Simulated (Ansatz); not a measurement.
Barrier height from H + HO to the transition structure H2O, without zero-point energy, on the benchmark's geometries as Psi4's copy of the set gives them.
Transition structure (charge 0, multiplicity 3):
```xyz
3

H      0.00000     0.00000    -0.86029
O      0.00000     0.00000     0.32902
H      0.00000     0.00000    -1.77191
```

Open shells are unrestricted; no spin–orbit coupling.

Programs: Ansatz (Gaussian basis) for Hartree–Fock, density functionals and correlated methods. Values without a source in brackets are computed.

**Question.** One of these levels gives -2.02 kcal/mol for the barrier height. Which?
A) HF/aug-cc-pVDZ
B) BLYP/def2-TZVPPD
C) SVWN5/def2-TZVPPD
D) r2SCAN/def2-TZVPPD

**Answer.** C, SVWN5/def2-TZVPPD. The others give 17.45 (HF/aug-cc-pVDZ), 1.44 (BLYP/def2-TZVPPD), 3.12 (r2SCAN/def2-TZVPPD)

Ansatz is a program for electronic structure.
